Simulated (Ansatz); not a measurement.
Process, species as SMILES: [H][H] (H2) → 2 H atom
B3LYP-D3(BJ)/def2-TZVP geometries, fixed; electronic energies without zero-point terms.

Basis-set convergence of the bond dissociation energy at CCSD(T) with Ansatz (a quantum-chemistry and plane-wave program). All functions are spherical. Open shells are unrestricted. No added dispersion term, no relativity. Functions are those of the species that has most. Reference: Hartree-Fock in aug-cc-pV5Z plus the correlation part extrapolated as X^-3 from aug-cc-pVQZ and aug-cc-pV5Z, 109.51 kcal/mol, itself unsure by roughly 0.06 kcal/mol (a third of the extrapolation step and of the last Hartree-Fock step). Deviations are taken from unrounded values.

| basis | functions | bond dissociation energy (kcal/mol) |
|---|---|---|
| cc-pVDZ | 10 | 103.49 |
| aug-cc-pVDZ | 18 | 104.18 |
| def2-SVP | 10 | 103.45 |
| def2-SVPD | 16 | 104.16 |
| pcseg-1 | 10 | 104.31 |
| aug-pcseg-1 | 18 | 104.92 |
| def2-TZVP | 12 | 105.82 |
| def2-TZVPD | 18 | 106.37 |
| def2-TZVPP | 28 | 108.38 |
| def2-TZVPPD | 34 | 108.46 |
| pcseg-2 | 28 | 108.43 |
| aug-pcseg-2 | 46 | 108.56 |
| cc-pVQZ | 60 | 109.13 |
| aug-cc-pVQZ | 92 | 109.17 |
| pcseg-3 | 66 | 109.13 |
| aug-pcseg-3 | 98 | 109.14 |
| cc-pV5Z | 110 | 109.33 |
| aug-cc-pV5Z | 160 | 109.35 |

What the diffuse functions change, pair by pair:
- cc-pVDZ to aug-cc-pVDZ: 8 more functions, deviation -6.02 to -5.33 kcal/mol
- def2-SVP to def2-SVPD: 6 more functions, deviation -6.07 to -5.36 kcal/mol
- pcseg-1 to aug-pcseg-1: 8 more functions, deviation -5.20 to -4.59 kcal/mol
- def2-TZVP to def2-TZVPD: 6 more functions, deviation -3.69 to -3.14 kcal/mol
- def2-TZVPP to def2-TZVPPD: 6 more functions, deviation -1.13 to -1.05 kcal/mol
- pcseg-2 to aug-pcseg-2: 18 more functions, deviation -1.08 to -0.95 kcal/mol
- cc-pVQZ to aug-cc-pVQZ: 32 more functions, deviation -0.39 to -0.34 kcal/mol
- pcseg-3 to aug-pcseg-3: 32 more functions, deviation -0.38 to -0.37 kcal/mol
- cc-pV5Z to aug-cc-pV5Z: 50 more functions, deviation -0.18 to -0.16 kcal/mol

Leaving out the reference's own pair, they bring the value nearer the reference by more than 0.06 kcal/mol in 6 of 8 pairs.
